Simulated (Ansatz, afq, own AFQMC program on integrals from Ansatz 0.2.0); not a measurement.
# SiHBr, triplet: AFQMC among the cluster methods

```xyz
3

Br    0.0000    0.0000   -1.6707
H     0.0000    0.0000    0.0543
Si    0.0000    0.0000    1.6163
```

Connectivity, by distances: Br ··· Si, 1 bridging H.

Basis cc-pVTZ. Only valence electrons are correlated. AFQMC by an in-house program on the Cholesky factors that Ansatz 0.2.0 writes for its CCSD(T) run. The CISD trial takes its coefficients from CCSD amplitudes. Released means that phaseless walkers are propagated on without the constraint, phases kept. ± is one standard error of the sampling. No spin–orbit coupling.

Determinant: UHF, the one that the program's search chose, which needn't be the lowest solution. The geometry is a point of a scan.

No full CI on the walks' own integrals is used here; CCSDT(Q) serves as the reference and is uncertain by about the last step of the cluster series.

Cautions: no relativity below Rb; no spin-orbit coupling; inner d shell frozen; lower spins were not checked.

- T1 diagnostic: 0.0184
- weight of the determinant in the CISD state: 0.853
- ⟨S²⟩ of the determinant: 2.038
- size of the correlated space: 12 electrons in 72 orbitals

```json
{"level": "MP2", "correlation energy (eV)": "-6.5574"}
{"level": "CCSD", "correlation energy (eV)": "-7.5624"}
{"level": "CCSD(T)", "correlation energy (eV)": "-7.8657"}
```

**Question.** Estimate where AFQMC with the constraint released lies against CCSD(T) on the same integrals.

**Answer.** 1.69 ± 0.18 mEh below CCSD(T).

Reference: CCSDT(Q), correlation energy -7.922 eV. The released energy is read at 2.40 1/Eh (meV from the phaseless value at times in 1/Eh: -12 ± 4 at 0.24, -17 ± 3 at 0.51, -24 ± 3 at 0.99, -23 ± 5 at 1.62, -16 ± 5 at 2.40).

```csv
level,E − E(reference) (mEh),share of correlation (%)
CCSD(T),2.06,99.29
CCSDT,0.55,99.81
ph-AFQMC/HF,1.80 ± 1.03,99.38
ph-AFQMC/CISD,0.94 ± 0.21,99.68
released AFQMC,0.37 ± 0.18,99.87
```

A walk keeps the symmetry of its determinant, which the program's search chose and which needn't be the lowest solution, so a lower state of the same spin and another symmetry isn't excluded. Released energies are given only where the last usable release times agree within the noise; a slower fall can still hide under it.
